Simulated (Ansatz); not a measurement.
`[AlH2][NH][AlH2]` + `[AlH2][SH]` → `[AlH2][S][AlH2]` + `[NH2][AlH2]` at 400 K and 1 bar (ligand exchange at the Al–N bond).

Program: Ansatz. Geometries: PBE0-D4/def2-TZVP. ΔE: electronic, gas phase. CBS: MP2 limit from def2 TZ/QZ plus the TZ coupled-cluster correction, frozen cores. This one scheme is used for every species.

```tsv
species	CCSD(T)/CBS energy (Eh)	H − E (kJ/mol)	S (J/(mol·K))
`[AlH2][NH][AlH2]`	-541.78272	141.1	336.1
`[AlH2][SH]`	-641.61836	79.4	287.5
`[AlH2][S][AlH2]`	-884.26538	106.2	352.6
`[NH2][AlH2]`	-299.14566	122.0	272.0
```

H − E and S are ideal-gas, rigid-rotor, harmonic terms from PBE0-D4/def2-TZVP. 1 Eh = 2625.50 kJ/mol, R = 8.31446 J/(mol·K).

Problem. By hand: ΔE, ΔH, ΔS and ΔG.

Solution. ΔE = (-884.26538) + (-299.14566) − (-541.78272) − (-641.61836) = -0.00996 Eh = -26.1 kJ/mol. Δ(H − E) = 106.2 + 122.0 − 141.1 − 79.4 = 7.7, so ΔH = -18.4 kJ/mol. ΔS = 352.6 + 272.0 − 336.1 − 287.5 = 1.0 J/(mol·K). ΔG = -18.4 − 400 × (1.0)/1000 = -18.8 kJ/mol.

Problem. By hand: the equilibrium constant, and the temperature at which ΔG would vanish if ΔH and ΔS stayed fixed.

Solution. log₁₀ K = −ΔG/(RT ln 10) = 2.5. ΔH and −TΔS have one sign here, so there is no such temperature. One of them is within its doubt of zero, so this could turn.

The number of gas molecules stays the same, so ΔS is small and ΔH decides. A doubt of 5 kJ/mol in ΔE shifts log₁₀ K by 0.7 here. These are equilibria of isolated gas molecules and say nothing of rates. Largest T1 diagnostic: 0.012 (customary marks: 0.02 for closed shells, 0.045 for open ones).
